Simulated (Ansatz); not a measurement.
Geometry optimisation, RKS PBE0/def2-SVPD (Ansatz).

The input (input.yaml):

```yaml
crystal:
  periodic: [false, false, false]
  atoms:
    - { symbol: Si, position_ang: [-0.411632, -0.122007, -0.412115] }
    - { symbol: Cl, position_ang: [0.09602, 0.802667, 2.754989] }
    - { symbol: H, position_ang: [0.744248, -0.861436, 0.163815] }
    - { symbol: H, position_ang: [-0.160073, 1.342524, -0.418235] }
    - { symbol: H, position_ang: [-0.641425, -0.598099, -1.810376] }
    - { symbol: O, position_ang: [-1.819624, -0.374737, 0.480902] }
    - { symbol: H, position_ang: [-2.356142, -1.138516, 0.260509] }
    - { symbol: H, position_ang: [-1.108372, 0.319904, 2.448211] }
basis:
  gaussian: { orbitals: def2-SVPD }
hamiltonian:
  xc: pbe0
relax:
  f_tol: 0.03
  max_steps: 50
output:
  orbitals: {}
```

Run as:

```bash
$ ansatz run input.yaml --threads 4 --pin off --max-ram 5120MiB --backend cpu --events-out ev --progress --plain --runs-dir out
```

Task: Where does it end, and by what steps?

Result: The forces met the threshold. After 19 steps the energy has fallen by 0.185 eV; Cl2 moved furthest, 1.41 Å.

```json
{"step": "0", "energy less start (eV)": "0.0000", "largest force component (eV/Å)": "0.965", "accepted": "yes"}
{"step": "1", "energy less start (eV)": "-0.0413", "largest force component (eV/Å)": "1.081", "accepted": "yes"}
{"step": "2", "energy less start (eV)": "-0.0996", "largest force component (eV/Å)": "0.300", "accepted": "yes"}
{"step": "3", "energy less start (eV)": "-0.1305", "largest force component (eV/Å)": "0.470", "accepted": "yes"}
{"step": "4", "energy less start (eV)": "-0.1545", "largest force component (eV/Å)": "0.273", "accepted": "yes"}
{"step": "5", "energy less start (eV)": "-0.1636", "largest force component (eV/Å)": "0.153", "accepted": "yes"}
{"step": "6", "energy less start (eV)": "-0.1686", "largest force component (eV/Å)": "0.227", "accepted": "yes"}
{"step": "7", "energy less start (eV)": "-0.1721", "largest force component (eV/Å)": "0.113", "accepted": "yes"}
{"step": "8", "energy less start (eV)": "-0.1753", "largest force component (eV/Å)": "0.071", "accepted": "yes"}
{"step": "9", "energy less start (eV)": "-0.1767", "largest force component (eV/Å)": "0.090", "accepted": "yes"}
{"step": "10", "energy less start (eV)": "-0.1778", "largest force component (eV/Å)": "0.058", "accepted": "yes"}
{"step": "11", "energy less start (eV)": "-0.1793", "largest force component (eV/Å)": "0.059", "accepted": "yes"}
{"step": "12", "energy less start (eV)": "-0.1790", "largest force component (eV/Å)": "0.176", "accepted": "no"}
{"step": "13", "energy less start (eV)": "-0.1810", "largest force component (eV/Å)": "0.053", "accepted": "yes"}
{"step": "14", "energy less start (eV)": "-0.1821", "largest force component (eV/Å)": "0.102", "accepted": "yes"}
{"step": "15", "energy less start (eV)": "-0.1830", "largest force component (eV/Å)": "0.063", "accepted": "yes"}
{"step": "16", "energy less start (eV)": "-0.1841", "largest force component (eV/Å)": "0.059", "accepted": "yes"}
{"step": "17", "energy less start (eV)": "-0.1845", "largest force component (eV/Å)": "0.063", "accepted": "yes"}
{"step": "18", "energy less start (eV)": "-0.1850", "largest force component (eV/Å)": "0.050", "accepted": "yes"}
{"step": "19", "energy less start (eV)": "-0.1852", "largest force component (eV/Å)": "0.010", "accepted": "yes"}
```

```xyz
8
Properties=species:S:1:pos:R:3
Si -0.316 -0.188 -0.656
Cl -1.115 1.167 3.370
H 0.702 -1.253 -0.883
H 0.326 1.131 -0.433
H -1.258 -0.146 -1.811
O -1.172 -0.496 0.775
H -1.684 -1.306 0.844
H -1.142 0.461 2.261
```

Whether the end is a true minimum wasn't checked by a vibrational analysis.

Time of the run: 26 s on 4 threads of Arm Neoverse V2, with other jobs on the host, peak memory 0.24 GiB.
